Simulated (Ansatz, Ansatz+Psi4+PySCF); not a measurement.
```yaml
atoms:
  - { symbol: Al, position_ang: [0.0000, 0.0000, -0.7119] }
  - { symbol: O, position_ang: [0.0000, 0.0000, 0.7119] }
```

Basis set: cc-pVTZ on O; cc-pV(T+d)Z on Al (spherical functions). Left uncorrelated: 6 orbitals. Charge 0, multiplicity 2.

Computed with Ansatz (development build ahead of 0.2.0); the reference of a correlated method needn't be the lowest determinant of its kind.

**Question.** Give the atomization energy at this shape (free ground-state atoms in the same class of orbitals less the molecule, no zero-point energy) of doublet AlO by UHF-CCSD(T), UHF-BCCD(T).

**Answer.**

```tsv
method	atomization energy
UHF-CCSD(T)	3.85 eV
UHF-BCCD(T)	3.85 eV
```

Caution: the reference determinant was not shown to be the lowest; the shape is not the minimum.
